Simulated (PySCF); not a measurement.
Computed with PySCF and rigid-rotor harmonic-oscillator thermochemistry at 1 bar. Table values come from the NASA 1993 polynomials. 6-31G* has spherical d functions here. All species are closed-shell singlets. The harmonic model lacks anharmonicity and excited electronic states, which grow with temperature; levels with a mode under 35 cm⁻¹ are left out.

Harmonic frequencies at HF/6-31G* (cm⁻¹): 751, 751, 1518, 2590. Point group D∞h; S°(298 K) = 212.7 J/mol/K at this level.

Problem. Work out Cp and S° of gaseous CO₂ at 500, 800, 1200, 1600, 2000 K from these, and set them beside the table.

Solution. 
```tsv
T (K)	Cp HF/6-31G*	Cp table	S° HF/6-31G*	S° table
500	42.9	44.6	232.9	234.9
800	49.8	51.4	254.7	257.5
1200	54.9	56.1	275.9	279.4
1600	57.6	58.8	292.2	295.9
2000	59.1	60.5	305.2	309.2
```
Units J/mol/K.
